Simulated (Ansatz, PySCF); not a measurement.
Gas-phase enthalpy of formation at 298 K, by the atomisation route, of C1=CC1 (SMILES; C3H4). Each molecule is optimised on its own at B3LYP-D3(BJ)/def2-TZVP (Ansatz, a quantum-chemistry and plane-wave program). Valence correlation only, unless marked. Open shells are spin-unrestricted. Spin-orbit coupling is left out. No relativistic terms. CBS marks a two-point X^-3 extrapolation of the correlation energy; Hartree-Fock from the larger set. [CCSD(T)-MP2]/basis is that difference in the basis named. Thermal terms are rigid-rotor harmonic-oscillator values from B3LYP-D3(BJ) frequencies (PySCF) at 298.15 K and 1 atm. 1 Eh = 627.5095 kcal/mol.

```
species  count  E, RI-MP2/CBS(aug-cc-pVTZ,aug-cc-pVQZ)+[CCSD(T)-MP2]/aug-cc-pVTZ (Ansatz) (Eh)  E, PBE/def2-TZVPD (Ansatz) (Eh)  measured ΔHf at 0 K (kcal/mol)  H(298) - H(0) of the element (kcal/mol)
-------  -----  ------------------------------------------------------------------------------  -------------------------------  ------------------------------  ---------------------------------------
C1=CC1       1                                                                      -116.45772                       -116.50381                               -                                        -
C atom       3                                                                       -37.79159                        -37.79605                          169.98                                     0.25
H atom       4                                                                        -0.49995                         -0.49962                           51.63                                     1.01
```

Molecule: zero-point energy 35.06, H(298) - H(0) 2.68 kcal/mol. The route leaves out scalar relativity and anharmonic zero-point terms, the atoms' spin-orbit terms, and in the frozen-core level the core correlation. Atomic data: G2/97 table in ASE.

### Question
Work out De, D0 and ΔHf at 0 and 298 K at both levels, and their errors against the measured value.

### Answer

The atoms' values sum to 716.46 (0 K) and 4.79 (thermal), in kcal/mol.
- RI-MP2/CBS(aug-cc-pVTZ,aug-cc-pVQZ)+[CCSD(T)-MP2]/aug-cc-pVTZ: De = 679.69; D0 = 679.69 - 35.06 = 644.63; ΔHf(0 K) = 716.46 - 644.63 = 71.83; ΔHf(298 K) = 71.83 + 2.68 - 4.79 = 69.72; error +1.8.
- PBE/def2-TZVPD: De = 701.04; D0 = 701.04 - 35.06 = 665.98; ΔHf(0 K) = 716.46 - 665.98 = 50.48; ΔHf(298 K) = 50.48 + 2.68 - 4.79 = 48.37; error -19.5.
Measured: 67.9 kcal/mol (Active Thermochemical Tables 1.112 (ions: stationary electron), as tabulated in the package chemicals).
